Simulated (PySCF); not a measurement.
C6H10.
Structure used (PBE0-D3(BJ)/def2-SVP), in Å, numbered top down from 1:
```xyz
16
C6H10 angstrom
C     -1.7578   -0.5415    1.4178
C     -1.2858   -0.6637   -0.0241
C     -0.0478    0.1511   -0.3085
C      0.8688   -0.2527   -1.4170
C      2.1132    0.4104   -0.9318
C      1.2975   -0.4330   -0.0126
H     -1.9724    0.5074    1.6774
H     -2.6766   -1.1216    1.5931
H     -0.9907   -0.9031    2.1204
H     -1.0845   -1.7214   -0.2677
H     -2.0912   -0.3406   -0.7060
H     -0.1723    1.2337   -0.1287
H      0.7244   -0.9865   -2.2091
H      3.0640   -0.0110   -1.2765
H      2.1262    1.5029   -0.7953
H      1.5606   -1.3387    0.5328
```

Theory: TDDFT PBE0/def2-SVPD, vertical, gas phase, core orbitals frozen in the response (PySCF 2.14.0, density-fitted response routines).

Transition dipole moments from the ground state, in atomic units and in the frame of the coordinates above (overall signs are arbitrary), for the states with f of 0.002 or more among the lowest 6:

```csv
state,E (eV),μx,μy,μz
S1,6.885,-0.088,-0.195,0.001
S2,7.111,0.132,-0.306,0.006
S3,7.214,-0.063,-0.551,-0.024
S4,7.268,-0.047,-0.086,-0.395
S5,8.177,0.259,-0.117,0.268
S6,8.228,0.315,0.041,-0.025
```

(1) Work out the oscillator strengths.

(2) What angle do the transition dipoles of S4 and S6 make?

(3) How is the summed strength of these states shared among x, y and z?

(4) What peak molar absorption coefficient would the strongest computed level give as a lone Gaussian band 0.5 eV wide at half height?

Answers

(1) f = (2/3) ΔE |μ|² with ΔE in hartree (27.2114 eV).

| state | \|μ\|² (au) | \|μ\| (D) | f |
| --- | --- | --- | --- |
| S1 | 0.046 | 0.54 | 0.008 |
| S2 | 0.111 | 0.85 | 0.019 |
| S3 | 0.308 | 1.41 | 0.054 |
| S4 | 0.166 | 1.03 | 0.029 |
| S5 | 0.153 | 0.99 | 0.031 |
| S6 | 0.101 | 0.81 | 0.020 |

(2) |cos θ| = |μa·μb| / (|μa| |μb|) = 0.07, so θ ≈ 86° (taken between 0 and 90°, since the signs are arbitrary).

(3) (2/3) Σ ΔE μα² gives 0.039 for x, 0.081 for y and 0.042 for z, 0.162 in all.

(4) ε(max) = 2.175×10⁸ f / FWHM, with the width in cm⁻¹. S3: 2.175×10⁸ × 0.0544 / 4033 ≈ 2900 L mol⁻¹ cm⁻¹.

One conformer stands for the species.

Without π bonds the low states may be Rydberg-like; a valence basis with one diffuse set may place them up to an eV too high.
